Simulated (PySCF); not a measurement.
Species: BODIPY, C9H7BF2N2.
Structure used (PBE0-D3(BJ)/def2-SVP), in Å, numbered top down from 1:
```
atom  x, y, z in Å
F1     0.2252    2.3328   -0.0511
B2     0.2223    1.0864   -0.6330
F3     0.1133    1.1660   -2.0028
N4    -0.9558    0.2272   -0.0559
C5    -2.2521    0.5319   -0.1152
C6    -3.0238   -0.4891    0.4811
C7    -2.1305   -1.4560    0.9171
C8    -0.8317   -0.9975    0.5782
C9     0.4220   -1.5588    0.7949
C10    1.5872   -0.9151    0.3929
C11    2.9502   -1.2846    0.5274
C12    3.6996   -0.2634   -0.0371
C13    2.7794    0.7005   -0.5035
N14    1.5304    0.3115   -0.2472
H15   -2.5836    1.4609   -0.5781
H16   -4.1080   -0.4971    0.5716
H17   -2.3552   -2.3918    1.4264
H18    0.4936   -2.5245    1.2994
H19    3.3118   -2.1996    0.9938
H20    4.7832   -0.1990   -0.1139
H21    2.9740    1.6471   -1.0069
```

Computed at PBE0/pcSseg-1 (PySCF, non-relativistic), with Q(11B) = 0.04059 b, Q(14N) = 0.02044 b: B2, 11B (I = 3/2): χzz = -0.161 MHz, η = 0.807; N4, 14N (I = 1): χzz = 1.793 MHz, η = 0.150.

(1) Where would the pure quadrupole (NQR) lines of 11B at B2 fall for the rigid, isolated species?

(2) Where would the pure quadrupole (NQR) lines of 14N at N4 fall for the rigid, isolated species?

## Answers

(1) From ν = (|χ|/2)√(1 + η²/3): ν = 0.089 MHz (four-coordinate boron).

(2) From ν± = (3/4)|χ|(1 ± η/3) and ν0 = |χ|η/2: ν+ 1.412 MHz, ν− 1.277 MHz, ν0 0.135 MHz (nitrogen bonded to B and 2 C).

In a crystal, neighbours and librations shift these lines. With a basis this small, the couplings can be 20 % off.

These values come from a run that also computed NMR shieldings. Hardware: 2 threads, Intel Xeon Platinum 8488C (x86_64), shared host with 192 logical CPUs at a one-minute load of 98. Cost: 66 s wall, 2.5 min CPU, 2.1 GiB resident at most.
